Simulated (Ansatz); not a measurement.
# CClSi+ (SMILES [Si+]#CCl): functionals against CCSD(T) at one geometry

Aim: energy, forces and dipole at a frame of a short trajectory, from CCSD(T) and from density functionals.

Program: Ansatz 0.2.0, Gaussian basis. Level of theory: single points in def2-TZVPP. These are calculated values, not measurements.

Correlated methods freeze the cores.

## (1) Starting geometry

3 atoms, charge 1, spin multiplicity 1.

Atoms are counted from 1 here; the program's logs count them from 0.

Bond lengths: Si1–C2 1.763 Å, C2–Cl3 1.579 Å. Angles: Si1–C2–Cl3 168.0°.

Geometry (Å):

| atom | x (Å) | y (Å) | z (Å) |
| --- | --- | --- | --- |
| Si1 | 0.4459 | 1.6063 | 0.2777 |
| C2 | -0.1308 | -0.0388 | 0.0144 |
| Cl3 | -0.3505 | -1.5575 | -0.3585 |

## (2) PBE-D4/def2-TZVPP

run/in.yaml

```yaml
crystal:
  periodic: [false, false, false]
  atoms:
    - {symbol: Si, position_ang: [0.445931, 1.606334, 0.277718]}
    - {symbol: C, position_ang: [-0.130816, -0.038802, 0.014372]}
    - {symbol: Cl, position_ang: [-0.350482, -1.557508, -0.358524]}
basis:
  gaussian: {orbitals: def2-TZVPP}
total_charge: 1
hamiltonian: {xc: pbe, dispersion: d4}
output: {forces: true}
```

The run is started by

```bash
$ ansatz run in.yaml --threads 2 --pin off --events-out ev --progress --plain --max-ram 3481MiB
```

## (3) r2SCAN-D4/def2-TZVPP

run/in.yaml, as its differences from that of step 2:

```diff
@@ -9,3 +9,3 @@
 total_charge: 1
-hamiltonian: {xc: pbe, dispersion: d4}
+hamiltonian: {xc: r2scan, dispersion: d4}
 output: {forces: true}
```

## (4) PBE0-D4/def2-TZVPP

run/in.yaml, as its differences from that of step 3:

```diff
@@ -9,3 +9,3 @@
 total_charge: 1
-hamiltonian: {xc: r2scan, dispersion: d4}
-output: {forces: true}
+hamiltonian: {xc: pbe0, dispersion: d4}
+output: {forces: true, orbitals: {seedname: orbitals}}
```

## (5) wB97M-V/def2-TZVPP

run/in.yaml, as its differences from that of step 4:

```diff
@@ -9,3 +9,3 @@
 total_charge: 1
-hamiltonian: {xc: pbe0, dispersion: d4}
-output: {forces: true, orbitals: {seedname: orbitals}}
+hamiltonian: {xc: {name: wB97M-V}}
+output: {forces: true}
```

## (6) CCSD(T)/def2-TZVPP

run/in.yaml, as its differences from that of step 5:

```diff
@@ -9,3 +9,3 @@
 total_charge: 1
-hamiltonian: {xc: {name: wB97M-V}}
+correlation: {method: ccsd_t}
 output: {forces: true}
```

(Steps that only read results are left out.)

Q: Predict the outcome of this session. Wanted: energy less free atoms, CCSD(T)/def2-TZVPP; RMS force component; RMS force error; HOMO and LUMO, PBE0-D4; T1 diagnostic.

As calculated:

| quantity | value |
| --- | --- |
| energy less free atoms, CCSD(T)/def2-TZVPP | 17.3 kcal/mol |
| RMS force component | 0.384 to 0.497 eV/Å over the methods |
| RMS force error | PBE-D4 0.079, r2SCAN-D4 0.122, PBE0-D4 0.211, wB97M-V 0.191 eV/Å |
| HOMO and LUMO, PBE0-D4 | -12.84 and -11.19 eV |
| T1 diagnostic | 0.029 |

Against CCSD(T) the functionals' energies less atoms differ by -25.4 to -8.4 kcal/mol, PBE-D4 by -25.4 kcal/mol. A larger basis would deepen the CCSD(T) value, while the functionals are nearly converged already, so the order here is not reliable. On forces the order runs from PBE-D4 to PBE0-D4. Frozen-core CCSD(T) forces in triple zeta carry basis errors of their own, and this is one geometry, so small gaps rank nothing. The T1 diagnostic is large here, over the usual mark for main-group molecules (transition-metal compounds often pass it harmlessly), so CCSD(T) itself may be off.
